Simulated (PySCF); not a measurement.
**C4H4FN: NMR shifts at several levels of theory**

How much do the NMR shifts of C4H4FN (`C/C=C(/F)C#N`) depend on the level of theory, and what does each level cost?

The runs use PySCF 2.14.0, with density-fitted response routines of our own; the level of theory stands in each step. All values are computed, except where a source is named. Atoms count from 0, in the outputs and in this text.

## (1) The molecule as given

10 atoms, charge 0, multiplicity 1; geometry from: GFN2-xTB.

Bonds of the start (Å): C0–C1 1.48, C1–C2 1.33, C2–F3 1.35, C2–C4 1.42, C4–N5 1.15, C0–H6 1.09, C0–H7 1.09, C0–H8 1.09, C1–H9 1.08.

## (2) Optimising the geometry at PBE0-D3(BJ)/def2-SVP

The job: settings as JSON, then the geometry in Å.

```
{"job": {"xc": "PBE0", "basis": "def2-SVP", "d3": "d3bj", "grid": 1, "kind": "geom"}, "charge": 0, "multiplicity": 1}
C     -1.317639    -0.087001     0.006956
C     -0.013076    -0.773848    -0.163862
C      1.171645    -0.171754    -0.062514
F      2.315312    -0.874431    -0.232899
C      1.358838     1.203772     0.220900
N      1.498648     2.317442     0.450745
H     -1.911910    -0.193093    -0.900408
H     -1.185965     0.969524     0.226096
H     -1.877223    -0.553675     0.817418
H     -0.029747    -1.832283    -0.384961
```

Output:

```text
step   0  E = -308.80688115  max force = 0.033597
step   1  E = -308.80800675  max force = 0.004997
step   2  E = -308.80828376  max force = 0.004497
step   3  E = -308.80840522  max force = 0.001163
step   4  E = -308.80839669  max force = 0.001538
step   5  E = -308.80841456  max force = 0.000644
step   6  E = -308.80842155  max force = 0.000159
optimisation converged
```

It took 23 s on 1 thread, shared host.

Step by step:

```csv
step,energy from step 0 (eV),largest force component (eV/Å)
0,0.0000,1.7276
1,-0.0306,0.2570
2,-0.0382,0.2312
3,-0.0415,0.0598
4,-0.0412,0.0791
5,-0.0417,0.0331
6,-0.0419,0.0082
```

Close pairs (by a distance rule), those that changed most:

```csv
bond,before (Å),after (Å),change (Å)
C2–F3,1.353,1.332,-0.021
C2–C4,1.417,1.433,+0.017
C1–H9,1.081,1.095,+0.014
C4–N5,1.146,1.159,+0.013
C0–H6,1.090,1.102,+0.012
C0–H8,1.090,1.102,+0.012
C0–H7,1.087,1.099,+0.012
C1–C2,1.333,1.337,+0.004
```

The next job starts from the end point, and lists it.

```csv
at the end point,value
point group (found at 0.08 Å tolerance),Cs
"rotational constants (GHz, main isotopes)","4.447, 3.383, 1.945"
dipole moment (D),3.71
```

## (3) Shielding tensors: KT2/pcSseg-2

The job: settings as JSON, then the geometry in Å.

```
{"job": {"kind": "nmr", "xc": "KT2", "basis": "pcSseg-2", "pop": false}, "charge": 0, "multiplicity": 1}
C     -1.220088    -0.108884     0.232675
C      0.060891    -0.754455    -0.157146
C      1.249739    -0.144691    -0.211631
F      2.356919    -0.792813    -0.570849
C      1.461150     1.238042     0.101418
N      1.620840     2.357909     0.354113
H     -1.945943    -0.160397    -0.595096
H     -1.087274     0.945954     0.510392
H     -1.674459    -0.638627     1.085269
H      0.058581    -1.815443    -0.428255
```

With the program's defaults for keys left out, this is: GIAO KT2/pcSseg-2 NMR shielding, non-relativistic, gas phase.

Output:

```text
coarse grid: 8976 points
cycle   1  E = -314.3182302650  dE =  7.058e-01  |g| = 7.440e-01  |ddm| = 2.659e+00
cycle   2  E = -313.8661441049  dE =  4.521e-01  |g| = 1.647e+00  |ddm| = 1.510e+00
cycle   3  E = -314.3774805265  dE = -5.113e-01  |g| = 4.397e-01  |ddm| = 1.149e+00
cycle   4  E = -314.4200823909  dE = -4.260e-02  |g| = 1.145e-01  |ddm| = 3.147e-01
cycle   5  E = -314.4225313638  dE = -2.449e-03  |g| = 4.572e-02  |ddm| = 1.144e-01
cycle   6  E = -314.4230312693  dE = -4.999e-04  |g| = 1.950e-02  |ddm| = 4.923e-02
cycle   7  E = -314.4231176970  dE = -8.643e-05  |g| = 5.552e-03  |ddm| = 1.646e-02
cycle   8  E = -314.4231249797  dE = -7.283e-06  |g| = 1.013e-03  |ddm| = 4.181e-03
final grid: 88920 points
cycle   9  E = -314.4361983453  dE = -3.882e-04  |g| = 2.144e-02  |ddm| = 2.664e-01
cycle  10  E = -314.4359819633  dE =  2.164e-04  |g| = 4.212e-02  |ddm| = 3.710e-02
cycle  11  E = -314.4362664205  dE = -2.845e-04  |g| = 4.198e-03  |ddm| = 2.552e-02
cycle  12  E = -314.4362696758  dE = -3.255e-06  |g| = 2.335e-03  |ddm| = 5.256e-03
cycle  13  E = -314.4362710148  dE = -1.339e-06  |g| = 8.585e-04  |ddm| = 1.822e-03
cycle  14  E = -314.4362711267  dE = -1.120e-07  |g| = 5.301e-04  |ddm| = 7.646e-04
cycle  15  E = -314.4362711919  dE = -6.520e-08  |g| = 4.946e-05  |ddm| = 3.411e-04
cycle  16  E = -314.4362711926  dE = -6.241e-10  |g| = 9.188e-06  |ddm| = 4.637e-05
converged SCF energy = -314.4362711926

GIAO shielding tensors (ppm)
atom      isotropic    diamagn.    paramagn.     s11        s22        s33       span
  0 C      167.433     240.191     -72.758    153.772    167.533    180.994     27.222
  1 C       58.973     258.099    -199.126    -40.194     64.686    152.426    192.620
  2 C       44.641     251.921    -207.279    -35.033     74.373     94.585    129.618
  3 F      281.287     464.612    -183.325    230.084    296.861    316.917     86.834
  4 C       72.435     263.630    -191.195    -32.476    -32.253    282.035    314.511
  5 N      -48.317     327.883    -376.200   -203.176   -156.180    214.404    417.580
  6 H       29.300      28.949       0.352     25.357     26.823     35.721     10.364
  7 H       28.954      31.632      -2.678     25.070     29.149     32.642      7.572
  8 H       29.315      28.792       0.523     25.373     26.856     35.716     10.343
  9 H       25.133      30.235      -5.103     23.807     23.880     27.711      3.904
```

Run time: 40 s. Hardware: 1 thread, shared host.

The references, computed at this level on geometries of the same kind, shield at (ppm): ¹H TMS 31.18, ¹³C TMS 182.3, ¹⁹F CFCl3 136.3, ¹⁵N NH3 260.1. Their shielding less the atom's gives the shift. The references are single molecules in the gas phase, so shifts against H2O, NH3, PH3, H3PO4 or CFCl3 are not on the usual liquid scales and can be off by tens of ppm. Atoms listed in one row are averaged.

```csv
atoms,environment,σ (ppm),δ (ppm)
C2,fully substituted alkene carbon,44.6,137.6
C1,alkene CH,59.0,123.3
C4,nitrile carbon,72.4,109.8
C0,allylic methyl carbon,167.4,14.8
H9,hydrogen on an alkene CH,25.13,6.04
"H6, H7, H8",hydrogen on an allylic methyl carbon,29.19,1.99
F3,vinylic fluorine,281.3,-144.9
N5,nitrile nitrogen,-48.3,308.4
```

## (4) NMR shieldings: KT3/pcSseg-2

The job, as its differences from that of step 3:

```diff
@@ -1,2 +1,2 @@
-{"job": {"kind": "nmr", "xc": "KT2", "basis": "pcSseg-2", "pop": false}, "charge": 0, "multiplicity": 1}
+{"job": {"kind": "nmr", "xc": "KT3", "basis": "pcSseg-2", "pop": false}, "charge": 0, "multiplicity": 1}
 C     -1.220088    -0.108884     0.232675
```

With the program's defaults for keys left out, this is: GIAO KT3/pcSseg-2 NMR shielding, non-relativistic, gas phase.

Output:

```text
coarse grid: 8976 points
cycle   1  E = -313.9062740660  dE =  6.969e-01  |g| = 7.549e-01  |ddm| = 2.501e+00
cycle   2  E = -313.4394508470  dE =  4.668e-01  |g| = 1.668e+00  |ddm| = 1.700e+00
cycle   3  E = -313.9659257341  dE = -5.265e-01  |g| = 4.554e-01  |ddm| = 1.254e+00
cycle   4  E = -314.0119802365  dE = -4.605e-02  |g| = 1.114e-01  |ddm| = 3.389e-01
cycle   5  E = -314.0141645212  dE = -2.184e-03  |g| = 4.819e-02  |ddm| = 1.164e-01
cycle   6  E = -314.0147217364  dE = -5.572e-04  |g| = 2.038e-02  |ddm| = 5.293e-02
cycle   7  E = -314.0148171098  dE = -9.537e-05  |g| = 5.609e-03  |ddm| = 1.692e-02
cycle   8  E = -314.0148244167  dE = -7.307e-06  |g| = 1.029e-03  |ddm| = 4.279e-03
final grid: 88920 points
cycle   9  E = -314.0226989782  dE = -3.471e-04  |g| = 1.933e-02  |ddm| = 2.198e-01
cycle  10  E = -314.0225412171  dE =  1.578e-04  |g| = 3.675e-02  |ddm| = 3.618e-02
cycle  11  E = -314.0227490000  dE = -2.078e-04  |g| = 3.519e-03  |ddm| = 2.604e-02
cycle  12  E = -314.0227514566  dE = -2.457e-06  |g| = 1.731e-03  |ddm| = 3.214e-03
cycle  13  E = -314.0227519918  dE = -5.352e-07  |g| = 7.831e-04  |ddm| = 1.177e-03
cycle  14  E = -314.0227521224  dE = -1.306e-07  |g| = 3.016e-04  |ddm| = 6.264e-04
cycle  15  E = -314.0227521458  dE = -2.347e-08  |g| = 4.369e-05  |ddm| = 2.078e-04
cycle  16  E = -314.0227521463  dE = -4.413e-10  |g| = 8.361e-06  |ddm| = 4.115e-05
converged SCF energy = -314.0227521463

GIAO shielding tensors (ppm)
atom      isotropic    diamagn.    paramagn.     s11        s22        s33       span
  0 C      165.919     241.884     -75.965    152.435    165.911    179.411     26.976
  1 C       58.771     258.387    -199.616    -39.762     64.389    151.687    191.450
  2 C       44.953     253.198    -208.245    -34.206     75.801     93.264    127.470
  3 F      283.110     465.855    -182.745    229.462    299.978    319.890     90.428
  4 C       72.160     262.768    -190.608    -32.981    -32.502    281.961    314.942
  5 N      -45.076     332.705    -377.782   -198.401   -154.874    218.047    416.448
  6 H       29.468      29.203       0.265     25.628     27.023     35.754     10.126
  7 H       29.100      32.377      -3.277     25.245     29.308     32.747      7.502
  8 H       29.484      28.989       0.495     25.641     27.060     35.752     10.111
  9 H       25.328      30.671      -5.343     23.963     24.028     27.992      4.029
```

Run time: 39 s. Hardware: 1 thread, shared host.

In short: δ C2 136.4, C1 122.5, C4 109.2, C0 15.4, H9 6.03, H6 2.00 ppm (means over like atoms).

## (5) Nuclear shieldings: B97-D/pcSseg-2

The job, as its differences from that of step 4:

```diff
@@ -1,2 +1,2 @@
-{"job": {"kind": "nmr", "xc": "KT3", "basis": "pcSseg-2", "pop": false}, "charge": 0, "multiplicity": 1}
+{"job": {"kind": "nmr", "xc": "B97-D", "basis": "pcSseg-2", "pop": false}, "charge": 0, "multiplicity": 1}
 C     -1.220088    -0.108884     0.232675
```

Method: GIAO B97-D/pcSseg-2 NMR shielding, non-relativistic, gas phase.

Output:

```text
coarse grid: 8976 points
cycle   1  E = -309.2018974907  dE =  6.660e-01  |g| = 7.153e-01  |ddm| = 2.410e+00
cycle   2  E = -308.7516691405  dE =  4.502e-01  |g| = 1.620e+00  |ddm| = 1.614e+00
cycle   3  E = -309.2548998512  dE = -5.032e-01  |g| = 4.520e-01  |ddm| = 1.236e+00
cycle   4  E = -309.2988880939  dE = -4.399e-02  |g| = 1.103e-01  |ddm| = 3.240e-01
cycle   5  E = -309.3008679102  dE = -1.980e-03  |g| = 5.292e-02  |ddm| = 1.205e-01
cycle   6  E = -309.3015536552  dE = -6.857e-04  |g| = 2.244e-02  |ddm| = 5.415e-02
cycle   7  E = -309.3016620410  dE = -1.084e-04  |g| = 5.442e-03  |ddm| = 1.708e-02
cycle   8  E = -309.3016685964  dE = -6.555e-06  |g| = 1.061e-03  |ddm| = 3.861e-03
final grid: 88920 points
cycle   9  E = -309.2983141742  dE = -1.168e-04  |g| = 1.616e-02  |ddm| = 9.993e-02
cycle  10  E = -309.2981871028  dE =  1.271e-04  |g| = 3.234e-02  |ddm| = 2.929e-02
cycle  11  E = -309.2983499058  dE = -1.628e-04  |g| = 4.004e-03  |ddm| = 2.145e-02
cycle  12  E = -309.2983535723  dE = -3.666e-06  |g| = 1.272e-03  |ddm| = 2.963e-03
cycle  13  E = -309.2983538023  dE = -2.301e-07  |g| = 5.603e-04  |ddm| = 1.202e-03
cycle  14  E = -309.2983538736  dE = -7.127e-08  |g| = 2.460e-04  |ddm| = 5.267e-04
cycle  15  E = -309.2983538892  dE = -1.565e-08  |g| = 3.052e-05  |ddm| = 1.611e-04
cycle  16  E = -309.2983538895  dE = -2.581e-10  |g| = 6.968e-06  |ddm| = 3.174e-05
converged SCF energy = -309.2983538895

GIAO shielding tensors (ppm)
atom      isotropic    diamagn.    paramagn.     s11        s22        s33       span
  0 C      163.327     241.665     -78.338    149.737    163.638    176.604     26.867
  1 C       50.564     257.450    -206.886    -53.548     55.999    149.241    202.789
  2 C       37.820     250.142    -212.322    -44.713     70.595     87.578    132.291
  3 F      285.822     466.253    -180.431    233.027    291.886    332.553     99.526
  4 C       64.355     263.924    -199.569    -44.553    -43.320    280.937    325.490
  5 N      -56.891     334.665    -391.557   -214.691   -172.770    216.787    431.478
  6 H       29.501      29.149       0.352     25.777     27.093     35.634      9.856
  7 H       29.127      31.574      -2.447     25.348     29.370     32.664      7.315
  8 H       29.516      29.014       0.501     25.786     27.131     35.631      9.846
  9 H       25.279      31.367      -6.087     23.598     24.127     28.113      4.515
```

It took 39 s on 1 thread, shared host.

This run: δ C2 141.2, C1 128.5, C4 114.7, C0 15.7, H9 6.12, H6 2.01 ppm (means over like atoms).

## (6) Shielding tensors: B3LYP/pcSseg-2

The job, as its differences from that of step 5:

```diff
@@ -1,2 +1,2 @@
-{"job": {"kind": "nmr", "xc": "B97-D", "basis": "pcSseg-2", "pop": false}, "charge": 0, "multiplicity": 1}
+{"job": {"kind": "nmr", "xc": "B3LYP", "basis": "pcSseg-2", "pop": false}, "charge": 0, "multiplicity": 1}
 C     -1.220088    -0.108884     0.232675
```

With the program's defaults for keys left out, this is: GIAO B3LYP/pcSseg-2 NMR shielding, non-relativistic, gas phase.

Output:

```text
coarse grid: 8976 points
cycle   1  E = -309.4181952811  dE =  7.525e-01  |g| = 6.556e-01  |ddm| = 2.346e+00
cycle   2  E = -309.1424734022  dE =  2.757e-01  |g| = 1.330e+00  |ddm| = 1.163e+00
cycle   3  E = -309.4889258663  dE = -3.465e-01  |g| = 2.510e-01  |ddm| = 8.454e-01
cycle   4  E = -309.5010628405  dE = -1.214e-02  |g| = 7.755e-02  |ddm| = 1.837e-01
cycle   5  E = -309.5021731877  dE = -1.110e-03  |g| = 2.333e-02  |ddm| = 6.372e-02
cycle   6  E = -309.5023007625  dE = -1.276e-04  |g| = 7.433e-03  |ddm| = 2.278e-02
cycle   7  E = -309.5023107856  dE = -1.002e-05  |g| = 2.859e-03  |ddm| = 6.072e-03
cycle   8  E = -309.5023125908  dE = -1.805e-06  |g| = 3.809e-04  |ddm| = 1.910e-03
final grid: 88920 points
cycle   9  E = -309.5111285286  dE = -6.304e-05  |g| = 5.213e-03  |ddm| = 3.713e-02
cycle  10  E = -309.5111233498  dE =  5.179e-06  |g| = 7.365e-03  |ddm| = 7.508e-03
cycle  11  E = -309.5111339259  dE = -1.058e-05  |g| = 1.259e-03  |ddm| = 4.660e-03
cycle  12  E = -309.5111342354  dE = -3.095e-07  |g| = 3.287e-04  |ddm| = 1.239e-03
cycle  13  E = -309.5111342558  dE = -2.041e-08  |g| = 1.542e-04  |ddm| = 2.825e-04
cycle  14  E = -309.5111342607  dE = -4.889e-09  |g| = 3.902e-05  |ddm| = 1.110e-04
cycle  15  E = -309.5111342609  dE = -2.661e-10  |g| = 2.161e-05  |ddm| = 3.597e-05
converged SCF energy = -309.5111342609

GIAO shielding tensors (ppm)
atom      isotropic    diamagn.    paramagn.     s11        s22        s33       span
  0 C      164.369     238.216     -73.847    151.200    164.285    177.623     26.423
  1 C       44.001     255.608    -211.606    -69.113     51.081    150.036    219.148
  2 C       32.823     248.752    -215.929    -60.846     71.436     87.879    148.725
  3 F      298.780     466.156    -167.376    249.960    309.040    337.340     87.380
  4 C       61.251     262.671    -201.421    -53.609    -52.208    289.570    343.179
  5 N      -72.088     332.312    -404.400   -238.520   -193.074    215.330    453.850
  6 H       29.520      29.119       0.401     25.752     27.014     35.794     10.042
  7 H       29.115      30.990      -1.876     25.193     29.327     32.824      7.630
  8 H       29.534      29.035       0.499     25.756     27.049     35.797     10.042
  9 H       25.155      31.179      -6.024     23.330     23.929     28.207      4.877
```

Wall time 25 s (1 thread, shared host).

Key values: δ C2 146.4, C1 135.2, C4 117.9, C0 14.8, H9 6.23, H6 2.00 ppm (means over like atoms).

## (7) Shielding tensors: PBE0/pcSseg-2

The job, as its differences from that of step 6:

```diff
@@ -1,2 +1,2 @@
-{"job": {"kind": "nmr", "xc": "B3LYP", "basis": "pcSseg-2", "pop": false}, "charge": 0, "multiplicity": 1}
+{"job": {"kind": "nmr", "xc": "PBE0", "basis": "pcSseg-2", "pop": false}, "charge": 0, "multiplicity": 1}
 C     -1.220088    -0.108884     0.232675
```

Level: GIAO PBE0/pcSseg-2 NMR shielding, non-relativistic, gas phase.

Output:

```text
coarse grid: 8976 points
cycle   1  E = -309.0754559168  dE =  7.793e-01  |g| = 6.099e-01  |ddm| = 2.364e+00
cycle   2  E = -308.8656732289  dE =  2.098e-01  |g| = 1.182e+00  |ddm| = 1.002e+00
cycle   3  E = -309.1402549573  dE = -2.746e-01  |g| = 2.047e-01  |ddm| = 7.264e-01
cycle   4  E = -309.1480653761  dE = -7.810e-03  |g| = 6.848e-02  |ddm| = 1.504e-01
cycle   5  E = -309.1489505229  dE = -8.851e-04  |g| = 1.711e-02  |ddm| = 5.193e-02
cycle   6  E = -309.1490179612  dE = -6.744e-05  |g| = 5.683e-03  |ddm| = 1.696e-02
cycle   7  E = -309.1490240559  dE = -6.095e-06  |g| = 2.100e-03  |ddm| = 4.634e-03
final grid: 88920 points
cycle   8  E = -309.1529223051  dE = -7.488e-05  |g| = 4.765e-03  |ddm| = 3.957e-02
cycle   9  E = -309.1529213564  dE =  9.487e-07  |g| = 5.223e-03  |ddm| = 8.779e-03
cycle  10  E = -309.1529275711  dE = -6.215e-06  |g| = 1.167e-03  |ddm| = 4.473e-03
cycle  11  E = -309.1529278554  dE = -2.842e-07  |g| = 4.537e-04  |ddm| = 9.653e-04
cycle  12  E = -309.1529278940  dE = -3.861e-08  |g| = 2.340e-04  |ddm| = 3.618e-04
cycle  13  E = -309.1529279040  dE = -1.000e-08  |g| = 5.947e-05  |ddm| = 1.423e-04
cycle  14  E = -309.1529279047  dE = -7.727e-10  |g| = 1.892e-05  |ddm| = 4.950e-05
converged SCF energy = -309.1529279047

GIAO shielding tensors (ppm)
atom      isotropic    diamagn.    paramagn.     s11        s22        s33       span
  0 C      169.540     240.651     -71.111    156.420    170.178    182.022     25.601
  1 C       49.233     257.666    -208.432    -64.306     56.269    155.737    220.042
  2 C       38.543     250.493    -211.949    -55.131     77.083     93.677    148.808
  3 F      300.753     465.127    -164.375    249.350    310.051    342.856     93.506
  4 C       64.714     263.561    -198.847    -49.403    -47.690    291.235    340.638
  5 N      -69.450     333.624    -403.074   -236.453   -190.100    218.202    454.655
  6 H       29.418      28.881       0.537     25.518     26.753     35.985     10.467
  7 H       28.980      31.252      -2.272     24.895     29.084     32.962      8.067
  8 H       29.432      28.751       0.681     25.519     26.788     35.987     10.467
  9 H       24.968      31.002      -6.034     23.315     23.621     27.967      4.652
```

Run time: 25 s. Hardware: 1 thread, shared host.

This run: δ C2 145.6, C1 134.9, C4 119.4, C0 14.6, H9 6.28, H6 1.97 ppm (means over like atoms).

## (8) Shielding tensors: mPW1PW91/pcSseg-2

The job, as its differences from that of step 7:

```diff
@@ -1,2 +1,2 @@
-{"job": {"kind": "nmr", "xc": "PBE0", "basis": "pcSseg-2", "pop": false}, "charge": 0, "multiplicity": 1}
+{"job": {"kind": "nmr", "xc": "mPW1PW91", "basis": "pcSseg-2", "pop": false}, "charge": 0, "multiplicity": 1}
 C     -1.220088    -0.108884     0.232675
```

Level: GIAO mPW1PW91/pcSseg-2 NMR shielding, non-relativistic, gas phase.

Output:

```text
coarse grid: 8976 points
cycle   1  E = -309.3405358013  dE =  7.808e-01  |g| = 6.257e-01  |ddm| = 2.364e+00
cycle   2  E = -309.1206829783  dE =  2.199e-01  |g| = 1.211e+00  |ddm| = 1.020e+00
cycle   3  E = -309.4082118010  dE = -2.875e-01  |g| = 2.093e-01  |ddm| = 7.525e-01
cycle   4  E = -309.4164346007  dE = -8.223e-03  |g| = 6.903e-02  |ddm| = 1.538e-01
cycle   5  E = -309.4173294803  dE = -8.949e-04  |g| = 1.716e-02  |ddm| = 5.340e-02
cycle   6  E = -309.4173970228  dE = -6.754e-05  |g| = 5.549e-03  |ddm| = 1.721e-02
cycle   7  E = -309.4174028351  dE = -5.812e-06  |g| = 2.123e-03  |ddm| = 4.575e-03
final grid: 88920 points
cycle   8  E = -309.4211548285  dE = -6.689e-05  |g| = 3.770e-03  |ddm| = 3.976e-02
cycle   9  E = -309.4211532014  dE =  1.627e-06  |g| = 4.560e-03  |ddm| = 6.803e-03
cycle  10  E = -309.4211580350  dE = -4.834e-06  |g| = 9.813e-04  |ddm| = 3.856e-03
cycle  11  E = -309.4211582589  dE = -2.239e-07  |g| = 2.901e-04  |ddm| = 8.104e-04
cycle  12  E = -309.4211582791  dE = -2.027e-08  |g| = 8.777e-05  |ddm| = 2.438e-04
cycle  13  E = -309.4211582803  dE = -1.140e-09  |g| = 2.845e-05  |ddm| = 6.662e-05
cycle  14  E = -309.4211582804  dE = -1.053e-10  |g| = 1.286e-05  |ddm| = 1.781e-05
converged SCF energy = -309.4211582804

GIAO shielding tensors (ppm)
atom      isotropic    diamagn.    paramagn.     s11        s22        s33       span
  0 C      168.761     241.143     -72.382    155.652    169.447    181.184     25.532
  1 C       48.314     257.426    -209.111    -65.439     55.241    155.140    220.579
  2 C       37.762     250.538    -212.776    -56.163     76.605     92.843    149.005
  3 F      301.349     465.271    -163.922    249.919    310.717    343.413     93.494
  4 C       64.235     263.595    -199.361    -50.112    -48.528    291.343    341.455
  5 N      -70.347     333.688    -404.035   -237.834   -191.572    218.365    456.199
  6 H       29.467      28.920       0.547     25.595     26.816     35.990     10.395
  7 H       29.024      31.328      -2.304     24.943     29.149     32.981      8.038
  8 H       29.480      28.787       0.693     25.596     26.851     35.993     10.397
  9 H       25.031      30.986      -5.956     23.367     23.685     28.040      4.673
```

Wall time 26 s (1 thread, shared host).

Key values: δ C2 145.8, C1 135.2, C4 119.3, C0 14.8, H9 6.26, H6 1.97 ppm (means over like atoms).

## (9) Side by side: NMR shifts

Shifts (ppm) of some atoms, chosen among heavy atoms and hydrogens apart, means over like atoms, with basis size and wall time:

```csv
run,C2,C1,C4,H9,H6,F3,N5,functions,time
KT2/pcSseg-2,137.6,123.3,109.8,6.04,1.99,-144.9,308.4,272,40 s
KT3/pcSseg-2,136.4,122.5,109.2,6.03,2.00,-136.2,303.8,272,39 s
B97-D/pcSseg-2,141.2,128.5,114.7,6.12,2.01,-131.6,314.8,272,39 s
B3LYP/pcSseg-2,146.4,135.2,117.9,6.23,2.00,-129.0,330.6,272,25 s
PBE0/pcSseg-2,145.6,134.9,119.4,6.28,1.97,-124.9,331.1,272,25 s
mPW1PW91/pcSseg-2,145.8,135.2,119.3,6.26,1.97,-124.2,330.8,272,26 s
```

## (10) Outcome

| quantity | value |
| --- | --- |
| point group | Cs |
| rotational constants (main isotopes) | 4.45, 3.38, 1.94 GHz |
| ¹³C shifts against TMS (KT2/pcSseg-2) | 137.6, 123.3, 109.8, 14.8 ppm |
| ¹H shifts against TMS (KT2/pcSseg-2, means over atoms taken as alike) | 6.04, 1.99 ppm |
| ¹⁹F shifts against CFCl3 (KT2/pcSseg-2) | -144.9 ppm |
| ¹⁵N shifts against NH3 (KT2/pcSseg-2) | 308.4 ppm |
| range of the shift of N5 | 303.8 to 331.1 ppm |

In words: Single values in the summary come from the first run of each kind that ended normally (KT2/pcSseg-2), which need not be the best level. Relaxing lowered the energy by 0.042 eV in 6 steps; the close pair that moved most is C2–F3, from 1.353 to 1.332 Å. H9 (hydrogen on an alkene CH) lies farthest downfield among hydrogen, at 6.04 ppm; attached to an sp2 carbon and in the plane of the double bond. At KT2/pcSseg-2: The widest tensor belongs to N5: span 418 ppm, with a paramagnetic part of -376 ppm. In ppm, N5 moves most: its shift spreads over 27.4 ppm, from 303.8 (KT3/pcSseg-2) to 331.1 (PBE0/pcSseg-2).
